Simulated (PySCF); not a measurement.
Aluminium: a sound run and one with changed settings

Sound run: Al [Ne] 3s2 3p1, Al⁺ [Ne] 3s2. Computed with PySCF 2.14 in def2-SVP (4s3p1d, 18 functions), with the non-relativistic Hamiltonian (point nucleus). In the sound run the correlated levels freeze [Ne]. The sound run starts from symmetry-adapted Hartree-Fock orbitals and uses a fine grid where one is needed.

Changed run: a valence shell is frozen. This setting is unsound on purpose.

Ionisation energy of Al:

| method | sound run (eV) | changed run (eV) |
| --- | --- | --- |
| UHF | 5.558 | 5.558 |
| MP2 | 5.656 | 5.558 |
| SCS-MP2 | 5.635 | 5.558 |
| CCSD | 5.704 | 5.558 |
| CCSD(T) | 5.720 | 5.558 |
| CCSDT | n/a | 5.558 |
| FCI | n/a | 5.558 |

Freezing a valence shell removes pair correlation that changes on ionisation.

For comparison, NIST gives 5.986 eV between the lowest levels.
